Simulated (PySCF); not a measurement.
C2HO, charge -2, doublet, at a GFN2-xTB geometry of the parent state (a state made from the parent by changing its charge; the spin is typed, not shown lowest) (in this run its highest filled SCF level lies above zero, so its values depend strongly on the basis, on diffuse functions most of all); SVWN5/def2-SVP in PySCF.

PySCF was given this input:
```python
from pyscf import gto, scf, dft

mol = gto.Mole()
mol.atom = '''
    C     0.017882   -0.126888   -1.227557
    C     0.012039   -0.079027   -0.004614
    H     0.100932   -0.678824   -2.129085
    O    -0.035057    0.239289    1.190263
'''
mol.basis = 'def2-svp'
mol.charge = -2
mol.spin = 1
mol.verbose = 5
mol.build()

mf = dft.UKS(mol)
mf.xc = 'lda,vwn'
mf.kernel()
mf.analyze()
```

Task: What does PySCF print? Leave out banner, timings and long lists.

Result: 
```
PySCF version 2.14.0

[INPUT] verbose = 5
[INPUT] max_memory = 4000
[INPUT] num. atoms = 4
[INPUT] num. electrons = 23
[INPUT] charge = -2
[INPUT] spin (= nelec alpha-beta = 2S) = 1
[INPUT] symmetry False subgroup None
[INPUT] Mole.unit = angstrom
[INPUT] Symbol           X                Y                Z      unit          X                Y                Z       unit  Magmom
[...]
[INPUT] ---------------- BASIS SET ----------------
[INPUT] l, kappa, [nprim/nctr], expnt,             c_1 c_2 ...
[INPUT] O
[...]
                                340.87010191      -0.03989003923
                                77.363135167      -0.17853911985
                                21.47964494       -0.46427684959
                                6.6589433124      -0.44309745172
[...]
                                3.863550544       0.23094120765
                                1.0480920883      0.51375311064
[...]
[INPUT] C
[...]
                                186.29004992      0.040638409211
                                42.251176346      0.18025593888
                                11.676557932      0.46315121755
                                3.5930506482      0.44087173314
[...]
                                2.0103545142      0.21117025112
                                0.54771004707     0.51328172114
[...]
[INPUT] H
[...]
                                1.9622572         0.13796524
                                0.44453796        0.47831935
[...]
nuclear repulsion = 52.1364290545846
number of shells = 21
number of NR pGTOs = 79
number of NR cGTOs = 47
basis = def2-svp
ecp = {}

******** <class 'pyscf.dft.uks.UKS'> ********
method = UKS
initial guess = minao
damping factor = 0
level_shift factor = 0
DIIS = <class 'pyscf.scf.diis.CDIIS'>
diis_start_cycle = 1
diis_space = 8
diis_damp = 0
SCF conv_tol = 1e-09
SCF conv_tol_grad = None
SCF max_cycles = 50
direct_scf = True
direct_scf_tol = 1e-13
number electrons alpha = 12  beta = 11
XC library pyscf.dft.libxc version 7.1.2
    S. Lehtola, C. Steigemann, M. J. T. Oliveira, and M. A. L. Marques,  SoftwareX 7, 1–5 (2018)
XC functionals = lda,vwn
    P. A. M. Dirac,  Math. Proc. Cambridge Philos. Soc. 26, 376 (1930)
    F. Bloch,  Z. Phys. 57, 545 (1929)
    S. H. Vosko, L. Wilk, and M. Nusair,  Can. J. Phys. 58, 1200 (1980)
radial grids:
    Treutler-Ahlrichs [JCP 102, 346 (1995); DOI:10.1063/1.469408] (M4) radial grids

becke partition: Becke, JCP 88, 2547 (1988); DOI:10.1063/1.454033
[...]
converged SCF energy = -150.267014450217  <S^2> = 0.75067397  2S+1 = 2.0006739
Total Energy =                        -150.267014450217289
[...]
 ** Mulliken Spin Density (per AO)  **
spin_pop of  0 C 1s       -0.00000
spin_pop of  0 C 2s        0.11691
spin_pop of  0 C 3s        0.01893
spin_pop of  0 C 2px       0.01129
spin_pop of  0 C 2py       0.01350
spin_pop of  0 C 2pz       0.08252
spin_pop of  0 C 3px       0.00028
spin_pop of  0 C 3py       0.00446
spin_pop of  0 C 3pz       0.00451
spin_pop of  0 C 3dxy     -0.00002
spin_pop of  0 C 3dyz      0.00021
spin_pop of  0 C 3dz^2     0.00101
spin_pop of  0 C 3dxz     -0.00009
spin_pop of  0 C 3dx2-y2   -0.00001
spin_pop of  1 C 1s       -0.00000
spin_pop of  1 C 2s        0.00203
spin_pop of  1 C 3s        0.01645
spin_pop of  1 C 2px      -0.00401
spin_pop of  1 C 2py       0.09286
spin_pop of  1 C 2pz       0.01068
spin_pop of  1 C 3px      -0.00006
spin_pop of  1 C 3py       0.00077
spin_pop of  1 C 3pz       0.00195
spin_pop of  1 C 3dxy      0.00000
spin_pop of  1 C 3dyz      0.00018
spin_pop of  1 C 3dz^2     0.00030
spin_pop of  1 C 3dxz     -0.00002
spin_pop of  1 C 3dx2-y2    0.00001
spin_pop of  2 H 1s        0.22661
spin_pop of  2 H 2s        0.36987
spin_pop of  2 H 2px       0.00006
spin_pop of  2 H 2py       0.00120
spin_pop of  2 H 2pz      -0.00004
spin_pop of  3 O 1s       -0.00000
spin_pop of  3 O 2s        0.00037
spin_pop of  3 O 3s        0.00003
spin_pop of  3 O 2px      -0.00400
spin_pop of  3 O 2py       0.03076
spin_pop of  3 O 2pz      -0.00029
spin_pop of  3 O 3px      -0.00005
spin_pop of  3 O 3py       0.00085
spin_pop of  3 O 3pz      -0.00003
spin_pop of  3 O 3dxy      0.00000
spin_pop of  3 O 3dyz     -0.00001
spin_pop of  3 O 3dz^2     0.00001
spin_pop of  3 O 3dxz     -0.00000
spin_pop of  3 O 3dx2-y2    0.00000
 ** Mulliken Spin Density (per atom)  **
spin density of  0 C =      0.25353
spin density of  1 C =      0.12114
spin density of  2 H =      0.59770
spin density of  3 O =      0.02764
 ** Mulliken pop alpha/beta on meta-lowdin orthogonal AOs **
 ** Mulliken pop       alpha | beta **
In total            12.00000 | 11.00000
 ** Mulliken atomic charges   ( Nelec_alpha | Nelec_beta ) **
charge of  0C =     -0.79644  (     3.52499      3.27146 )
charge of  1C =     -0.05098  (     3.08606      2.96492 )
charge of  2H =     -0.46428  (     1.03099      0.43329 )
charge of  3O =     -0.68830  (     4.35797      4.33033 )

WARN: System has nonzero charge -2; the dipole moment is origin-dependent.
Location of origin: [0. 0. 0.]

Dipole moment(X, Y, Z, Debye): -0.39518,  2.65844,  8.42040
```
